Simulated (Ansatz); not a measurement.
Pb (fcc): energy against volume

These are results of Ansatz, DFT, BLYP, plane waves (420 eV) with PAW, scalar-relativistic, not measurements. (PAW data from PBE, frozen cores regenerated.)

The cell is scaled uniformly from the relaxed one, with fractional coordinates and shape fixed. Energies are extrapolated to zero smearing, pressures are those at the given smearing. Magnetic state: spin not included.

A Birch-Murnaghan fit gives V₀ = 34.81 Å³/atom, B₀ = 32 GPa, B₀′ = 4.6.

Problem. What are the energy above the minimum and the pressure at 31.953 Å³/atom?

Solution. 27.2 meV/atom and 3.34 GPa as computed.

Problem. What are the energy above the minimum and the pressure at 36.120 Å³/atom?

Solution. 4.6 meV/atom and -1.05 GPa as computed.

Problem. What are the energy above the minimum and the pressure at 38.899 Å³/atom?

Solution. 38.6 meV/atom and -2.69 GPa as computed.
